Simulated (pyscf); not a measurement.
**Routes from HAs=AsH**

Candidate steps break at most two bonds and form at most two. Each was searched with GFN2-xTB (tblite) first. Single points on ωB97X-D3(BJ)/def2-SVP structures (PySCF, gas phase). Energies: ωB97M-D3(BJ)/def2-TZVP, eV, from the reactant's lowest minimum found, singlet surface; ΔG‡ with ideal gas, 1 atm, RRHO with modes under 100 cm⁻¹ raised to 100, one conformer, R ln 2 for chiral ones without a mode under 150 cm⁻¹.

```csv
products,type,ΔE‡,ΔE,ΔG‡ 298 K,ΔG‡ 900 K,ν‡ (cm⁻¹)
As≡As + H₂,elimination,2.63,+0.35,2.50,2.48,1723i
HAs=AsH,concerted two-bond exchange,4.26,0.00,4.10,4.13,2971i
```

Row 1: On the reactant side the descent ends in the other cis-trans isomer, a step of its own away from the zero, 0.12 eV over the lowest minimum found and 2.60 eV under the saddle at ωB97X-D3(BJ)/def2-TZVP. 

Plain bond fissions and candidates not yet searched are not listed, and one of them may be faster. Each barrier is that of the saddle found; lower ones may exist. Elements up to Kr have no core potential and no relativistic terms here.
